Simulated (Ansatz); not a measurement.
I need a composite energy at a relaxed geometry of CO. Use Ansatz's Python interface. Level of theory (for the species named): B3LYP, def2-SVP basis, multiplicity 1.

```yaml
atoms:
  - { symbol: C, position_ang: [0.4816, -0.1556, 0.2481] }
  - { symbol: O, position_ang: [-0.4816, 0.1556, -0.2481] }
```

Script `composite_co.py`:
```python
# -*- coding: utf-8 -*-
import ansatz
import numpy as np

GEOMETRY = '''
C     0.48158   -0.15560    0.24809
O    -0.48158    0.15560   -0.24809
'''

molecule = ansatz.Crystal.molecule()
for line in GEOMETRY.strip().splitlines():
    symbol, *xyz = line.split()
    molecule = molecule.atom(symbol, [float(v) for v in xyz])

base = (
    molecule.calculation()
    .basis(gaussian='def2-SVP')
    .functional('B3LYP')
)
symbols = [site.symbol for site in molecule.cartesian_sites]
start = np.array([site.position_ang for site in molecule.cartesian_sites], dtype=float)
r = base.relax(force_tolerance=0.01, max_steps=100).run(threads=1, backend='cpu').report
end = np.array(r['positions_ang'])
print('final positions (A) and the move of each atom')
for symbol, xyz, old in zip(symbols, end, start):
    print(f'{symbol:2s} {xyz[0]:10.5f} {xyz[1]:10.5f} {xyz[2]:10.5f}   {np.linalg.norm(xyz - old):7.4f}')

minimum = ansatz.Crystal.molecule()
for symbol, place in zip(symbols, end):
    minimum = minimum.atom(symbol, place.tolist())
at_minimum = minimum.calculation()
level = lambda method, basis: at_minimum.basis(gaussian=basis).correlation(method).run(threads=1, backend='cpu').report
small, large, cluster = level('mp2', 'cc-pVDZ'), level('mp2', 'cc-pVTZ'), level('ccsd_t', 'cc-pVDZ')
corr = lambda each: (each['free_energy_ev'] - each['reference_energy_ev']) / 27.211386246
mp2_limit = (27 * corr(large) - 8 * corr(small)) / 19
pieces = {'HF / cc-pVTZ': large['reference_energy_ev'] / 27.211386246, 'MP2 correlation, DZ-TZ limit': mp2_limit, 'CCSD(T) - MP2 / cc-pVDZ': corr(cluster) - corr(small)}
for name, value in pieces.items():
    print(f'{name:32s} {value:14.6f} Ha')
print(f'{"sum":32s} {sum(pieces.values()):14.6f} Ha')
print('T1 diagnostic', round(cluster['correlation']['coupled_cluster']['t1_diagnostic'], 4))
```

```console
$ python composite_co.py
final positions (A) and the move of each atom
C     0.48292   -0.15603    0.24878    0.0016
O    -0.48292    0.15603   -0.24878    0.0016
HF / cc-pVTZ                        -112.780083 Ha
MP2 correlation, DZ-TZ limit          -0.384189 Ha
CCSD(T) - MP2 / cc-pVDZ               -0.018331 Ha
sum                                 -113.182603 Ha
T1 diagnostic 0.0194
```

Caveats:
- Total energies depend on the basis set; only differences at equal settings carry meaning.
- The sum leaves out core correlation, relativity, the Hartree-Fock basis error and zero-point energy; a DZ-TZ extrapolation is rough.
- b3lyp holds the VWN-RPA fit, as in Gaussian; the form of ORCA and Turbomole is b3lyp5.
- Inner cores stay frozen, so this is valence correlation.
- The whole script took 2.2 s on 1 thread of Arm Neoverse V1, on a shared host, peak memory 0.16 GiB.
